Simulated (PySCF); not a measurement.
Structure with atom numbers: `[BH3-:1][C:2]#[O+:3]`. Hydrogens are named by the atom that carries them.

Geometry: PBE0-D3(BJ)/def2-SVP; GIAO shifts from PySCF, gas phase, non-relativistic, averaged over equivalent atoms.

At PBE0/pcSseg-1 (66 basis functions, 2.4 s wall time on 1 thread of an x86-64 server CPU, shared host):
```
atoms  δ (ppm)
   B1    -59.9
   C2    194.7
   O3    374.0
H(B1)     1.57
```

Chemical shifts δ = σref − σ; ¹¹B (σref 100.73) vs BF3·OEt2; TMS for ¹³C (σref 184.41), ¹H (σref 31.27); ¹⁷O (σref 334.56) against H2O, all at this level.

Question: Predict the values at KT2/pcSseg-2 on the same geometry.

Answer: 
| atoms | δ at KT2/pcSseg-2 | change |
| --- | --- | --- |
| B1 | -62.8 | -2.9 |
| C2 | 181.6 | -13.1 |
| O3 | 345.1 | -28.9 |
| H(B1) | 1.44 | -0.13 |

Shifts are taken against calculated references (same method and geometry level): BF3·OEt2 for ¹¹B (σ = 98.29 ppm); TMS for ¹³C (σ = 182.28 ppm), ¹H (σ = 31.18 ppm); ¹⁷O (σ = 324.36 ppm) against H2O.

The largest change is at O3 (oxygen bonded to C). Cost: 150 basis functions, 6.1 s wall time on 1 thread of an x86-64 server CPU, shared host.

A carbon bonded to boron is broadened by the quadrupolar boron nucleus and is often missing from a measured spectrum. Unscaled 17O shifts of doubly bonded oxygen tend to come out too high, by tens of ppm or more. Experimental scales use liquid or dissolved standards, which lie at an offset from isolated H2O (liquid H2O: subtract about 36 ppm).
